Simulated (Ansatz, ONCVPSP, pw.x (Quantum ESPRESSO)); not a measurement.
# What a changed setting does to a pw.x run (sc Si)

Potential: optimised norm-conserving Vanderbilt (ONCV), ONCVPSP 4.0.1, LDA (Perdew-Wang 92); core [Ne], reference 3s2 3p2; waves: 3s: rc 1.95 bohr, ncon 4, nbas 8, qcut 3.9 1/bohr, 1 projector; 3p: rc 2.40 bohr, ncon 4, nbas 8, qcut 3 1/bohr, 2 projectors, debl 3.3 Ha; d scattering state at 0.16 Ha: rc 2.30 bohr, ncon 4, nbas 9, qcut 4.8 1/bohr, 2 projectors, debl 1.1 Ha; local part: polynomial inside 1.40 bohr (lpopt 5, dvloc0 -1 Ha); core correction: polynomial model core, fcfact 0.6.

The reference run (k-mesh 13³, cutoffs 55/220 Ry, Fermi–Dirac 0.01 Ry, mixing_beta 0.4, conv_thr 1e-9, no spin) gives -0.62 GPa at 15.704 Å³/atom, where all-electron LAPW gives 0.11 GPa. This run, with its own iteration cap, changes degauss to 0, a wrong or extreme entry chosen on purpose.

```
&control
  calculation='scf', prefix='x', pseudo_dir='./', outdir='./tmp', tstress=.true., disk_io='none'
/
&system
  ibrav=0, nat=1, ntyp=1, ecutwfc=55, ecutrho=220, nbnd=9,
  occupations='smearing', smearing='fd', degauss=0
/
&electrons
  conv_thr=1e-09, mixing_beta=0.4, electron_maxstep=70
/
ATOMIC_SPECIES
Si 1.0 Si.UPF
CELL_PARAMETERS angstrom
  2.50420625 0.00000000 0.00000000
  0.00000000 2.50420625 0.00000000
  0.00000000 0.00000000 2.50420625
ATOMIC_POSITIONS crystal
Si 0.0000 0.0000 0.0000
K_POINTS automatic
13 13 13 0 0 0
```

```bash
pw.x < Si.scf.in > Si.scf.out
```

Problem. How does the run end?

Solution. It stops with "set_occupations: smearing requires a value for gaussian broadening (degauss)".

```
Error in routine  set_occupations (1):
      smearing requires a value for gaussian broadening (degauss)
```

The run took about 0.5 s on one core of a shared host (Intel(R) Xeon(R) Platinum 8259CL CPU @ 2.50GHz, 48 threads, 187 GiB, load 33).
